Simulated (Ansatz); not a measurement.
**Vanadium, bcc: convergence with cold smearing**

Computed with Ansatz, r²SCAN, scalar-relativistic PAW, on the relaxed cell (a = 2.984 Å; spin not included). Errors count from a run at 500 eV on a Γ-centred 24×24×24 mesh with Fermi-Dirac smearing of 0.1 eV, extrapolated to zero width. Fixed here: cutoff 500 eV, mesh 15×15×15. The SCF starts from atomic densities corrected by a trained network.

```
width (eV)  E(σ→0) error (meV/atom)  F error (meV/atom)  P (GPa)  SCF iterations
      0.01                     -0.9                -0.9    -0.93               7
      0.03                     -0.9                -1.0    -0.82               6
       0.1                     -1.1                -0.8    -0.66               6
       0.2                     -0.6                 1.0    -0.47               6
       0.3                      1.2                 3.3    -0.43               6
       1.0                     21.3                28.9    -0.40               6
```

Problem. What does the run at 0.6 give (width)?

Solution. E(σ→0) error (meV/atom): 3.3; F error (meV/atom): 12.7; P (GPa): -0.77; SCF iterations: 6.
